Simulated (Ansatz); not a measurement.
The same path of C2H2F2O (7 atoms, charge 0, multiplicity 1) was run 3 times with different band settings. Lost on the way: C2–O3, C2–H6. Made: O3–H6.

The calculation used Ansatz, RKS BHLYP-D4/cc-pVDZ.

Relaxed end points:

```xyz
7
Properties=species:S:1:pos:R:3
F 0.605 -1.507 0.827
C 0.030 -0.310 0.650
O -1.094 -0.310 -0.166
C 0.050 0.307 -0.654
F -0.024 1.641 -0.759
H -0.031 0.259 1.572
H 0.526 -0.149 -1.516
```

```xyz
7
Properties=species:S:1:pos:R:3
F 1.207 -1.594 0.374
C 0.861 -0.396 0.746
O -1.251 0.116 0.121
C 0.023 0.181 -0.375
F 0.418 1.467 -0.585
H -1.251 0.522 0.994
H 0.054 -0.364 -1.321
```

Common settings: spring 5.0 eV/Å²; optimiser quadratic models (default); start path through a guess of the saddle point; end points relaxed.

| run | movable images | climbing image | force threshold | iteration limit |
| --- | --- | --- | --- | --- |
| 1 | 7 | yes | 0.05 eV/Å | 58 |
| 2 | 7 | yes | 0.2 eV/Å | 60 |
| 3 | 6 | no | 0.05 eV/Å | 60 |

(1) What does each run give, and how far can it be trusted?

## Answers

(1) Run 1: converged after 8 iterations, highest image 2.982 eV above the first end. A vibrational analysis at the climbing image gives one clearly imaginary mode, 1635i cm⁻¹: a first-order saddle point.
Run 2: converged after 8 iterations, highest image 2.982 eV above the first end. The threshold of 0.2 eV/Å is loose, so the images may lie well off the minimum-energy path. Another band between the same ends (7 images) ends at a top of the same energy, where a vibrational analysis finds 1 clearly imaginary mode.
Run 3: converged after 7 iterations, highest image 2.851 eV above the first end. Neighbouring images differ by up to 1.3 eV, so the band resolves the path poorly. No image climbed, so the highest image needn't sit at the top of the path.
The orbitals stay closed-shell, which can raise the energy where a bond breaks towards radicals; this wasn't checked here.
